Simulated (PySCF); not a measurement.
Consider propylene sulfide, `C[C@H]1CS1` (C3H6S). Coordinates in Å; atoms count from 1 in this order:
```
C     1.2187   -0.1815    0.2589
C    -0.0185    0.4284   -0.3374
C    -1.3412   -0.2062   -0.1487
S    -1.1477    1.3564    0.7513
H     0.9965   -0.6468    1.2305
H     1.6250   -0.9543   -0.4153
H     1.9996    0.5771    0.4149
H     0.1326    0.9285   -1.3021
H    -1.3901   -1.1037    0.4782
H    -2.0578   -0.1898   -0.9765
```

These are calculated values, ωB97X-D3(BJ)/ma-def2-TZVP in PySCF (grid level 2) at geometries from PBE0-D3(BJ)/ma-def2-SVP. The prefix ma- adds one diffuse s and one diffuse p function on all atoms but H. ωB97X-D3(BJ) is ωB97X-V with D3(BJ) in place of VV10. Thermal corrections: PBE0-D3(BJ)/ma-def2-SVP frequencies, unscaled, ideal gas at 298.15 K and 1 bar, quasi-RRHO entropy.

(1) What are the vertical and the adiabatic ionisation energy for forming the radical cation?

(2) Where does the unpaired spin of the relaxed radical cation sit?

(3) What oxidation potential follows in acetonitrile (IEF-PCM), given that Fc+/Fc comes at 4.54 V absolute with this functional and basis?

(4) How far is −ε(HOMO) from the vertical value by ΔSCF?

Results:

(1) 8.90 eV vertical and 8.82 eV adiabatic, the latter with zero-point energy.

(2) S4 (sulfide sulfur) 0.99 (intrinsic atomic orbital populations).

(3) In the gas phase ΔG of oxidation is 8.796 eV, and solvation is -13.5 kJ/mol for the parent and -245.2 kJ/mol for the product, so the absolute potential is 6.39 V, or 1.85 V against Fc+/Fc. Fc+/Fc in acetonitrile, 4.54 V, is ωB97X-D3(BJ)/ma-def2-TZVP on PBE0-D3(BJ)/def2-SVP structures with GFN2-xTB thermal terms. Benchmark calculations put it near 5.0 V in acetonitrile and DMSO, so it is about 0.5 V low, and the value against it can read up to that much too high. The solvent is electrostatics only, on gas-phase structures; the absolute scale refers to an electron at rest in vacuum.

(4) −ε(HOMO) = 8.96 eV, which is 0.07 eV above the ΔSCF value.

Differences come from unrounded values, so a last digit can differ from that of the printed terms.
